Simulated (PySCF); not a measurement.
**J couplings in C3H4FN**

Cartesian coordinates in Å; atom numbers follow the order of the lines, from 1:
```xyz
9

F     1.5236    0.5523    1.2068
C     1.2875   -0.2192    0.0979
C    -0.1178   -0.1869   -0.2918
N    -0.9777   -0.5974   -1.1093
C    -1.4540    0.3191   -0.0231
H     1.5943   -1.2449    0.3407
H     1.9189    0.1686   -0.7121
H    -2.0463   -0.1159    0.7704
H    -1.7149    1.3302   -0.3048
```

Indirect spin–spin couplings were computed at B3LYP/pcJ-1 (PySCF 2.14.0 with density-fitted response routines) on a GFN2-xTB structure, for the isolated molecule, without vibrational or relativistic corrections. Couplings are averaged over pairs made equivalent by symmetry, fast rotation or ring inversion, so a value needn't be that of the named pair in this geometry, while other rotamers aren't included; one pair stands for each set, and the list holds those of at least 0.8 Hz over up to four bonds. One-bond C–F couplings come out tens of Hz too large with common functionals.

Isotopes: ¹⁹F, ¹³C, ¹H, ¹⁵N.

```csv
pair,bonds,J (Hz)
"F1, C2",1,-226.5
"C2, C3",1,74.9
"C2, H6",1,?
"C3, N4",1,8.4
"C3, C5",1,27.5
"N4, C5",1,13.4
"C5, H8",1,?
"F1, C3",2,27.0
"F1, H6",2,54.9
"C2, N4",2,-3.4
"C3, H6",2,?
"C3, H8",2,?
"N4, H8",2,?
"H6, H7",2,-20.5
"H8, H9",2,?
"F1, N4",3,8.3
"F1, C5",3,3.2
"N4, H6",3,-1.6
"C5, H6",3,?
"H6, H8",4,-1.7
"H6, H9",4,-1.0
```

Question: Estimate the withheld couplings, with signs.

Answer: 
- ¹J(C2,H6) = 156.3 Hz (bond length 1.098 Å, sp3 carbon)
- ¹J(C5,H8) = 187.3 Hz (bond length 1.082 Å, sp3 carbon)
- ²J(C3,H6) = -4.9 Hz (angle at C2 110°)
- ²J(C3,H8) = -3.1 Hz (angle at C5 120°)
- ²J(N4,H8) = -3.6 Hz (angle at C5 117°)
- ²J(H8,H9) = 9.9 Hz (angle at C5 116°)
- ³J(C5,H6) = 1.2 Hz (dihedral angle 119°)
